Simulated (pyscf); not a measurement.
Single points on ωB97X-D3(BJ)/def2-SVP structures (PySCF, gas phase). MP2 and CC: frozen core, UHF for open shells. ΔMP2 is the change of the MP2 total energy from the triple- to the quadruple-zeta basis.

Problem. Estimate the classical barrier height and the reaction energy of `[FH]` + `[F][Ga]([F])[Cl]` → `[F][Ga]([F])[F]` + `[ClH]` at CCSD(T)/def2-TZVPP + ΔMP2(QZVPP). The step runs on the singlet surface, breaks F–H, Cl–Ga and forms F–Ga, Cl–H; take the separated reactants as zero.

Solution. ΔE‡ = 2.8 kcal/mol, ΔE = +9.3 kcal/mol. Zero-point energy shifts the barrier by -0.6 kcal/mol. It is a four-centre exchange, with an imaginary mode of 478i cm⁻¹. On the reactant side the descent ends in an adduct with a F–Ga contact, 12.5 kcal/mol under the separated species and 13.2 kcal/mol under the saddle at ωB97X-D3(BJ)/def2-TZVP. On the product side the descent ends in an adduct with a Cl–Ga contact, 13.8 kcal/mol under the separated species and 4.3 kcal/mol under the saddle at ωB97X-D3(BJ)/def2-TZVP. At CCSD(T) the saddle lies under the separated products, which points to a path from their complex (located at ωB97X-D3(BJ) alone), and parting the products costs more than the saddle. What is counted as formed (F–Ga) is already present as a longer contact in the reactant adduct; forming that adduct is a step of its own. What is counted as broken (Cl–Ga) persists as a longer contact in the product adduct; parting that adduct is a step of its own. At ωB97X-D3(BJ) the barrier from the zero used here is 0.7 kcal/mol. One saddle was located; it need not be the lowest between these sides. The CCSD(T) − MP2 part came from Ansatz, without density fitting, on the same reference. The frozen core leaves the outer d or s,p core shells of the metals and heavy elements correlated in the MP2 and CC values, and def2-TZVPP describes them poorly, which can shift differences by a few kcal/mol. Elements up to Kr have no core potential and no relativistic terms here.
